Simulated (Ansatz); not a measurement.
Compare A (`CN=C=CCl`) with its isomer B (`ClC1=NCC1`).

Gas-phase electronic energies from Ansatz, PBE0-D4/def2-TZVP geometries. CCSD(T)/CBS is the MP2 limit (def2-TZVPP, def2-QZVPP) plus CCSD(T) − MP2 in def2-TZVPP, frozen cores. DFT in def2-TZVPP.

(1) Which is lower in electronic energy at CCSD(T)/CBS, and by how much? (Estimate.)

(2) Give E(B) − E(A) in kcal/mol with MP2/def2-TZVPP, CCSD(T)/def2-TZVPP, B2PLYP, HF/def2-TZVPP, CCSD/def2-TZVPP, BLYP-D4, PBE0-D4. (Estimate.)

(3) Does the order hold for the free energy at 298.15 K (harmonic terms from PBE0-D4)? (Best estimate.)

Largest T1 diagnostic: 0.013.

## Answers

(1) Computed: B, by 11.5 kcal/mol.

(2) Ansatz gave: MP2/def2-TZVPP -12.9, CCSD(T)/def2-TZVPP -11.6, B2PLYP -7.2, HF/def2-TZVPP -7.0, CCSD/def2-TZVPP -11.4, BLYP-D4 -2.9, PBE0-D4 -11.4. None reverses the order clearly.

(3) Ansatz gave: Yes: G(B) − G(A) = -9.0 kcal/mol.

From PBE to PBE0 (25 % exact exchange), in def2-TZVPP and without D4, E(B) − E(A) moves by −2.7 kcal/mol. The D4 term adds −0.9 kcal/mol with B3LYP and −0.4 kcal/mol with PBE0; it sums over pairs of atoms, weighted by their polarisabilities, and B3LYP, whose exchange is more repulsive, gets the larger term.

B3LYP here is the variant with VWN-RPA as its local correlation; programs differ in this.
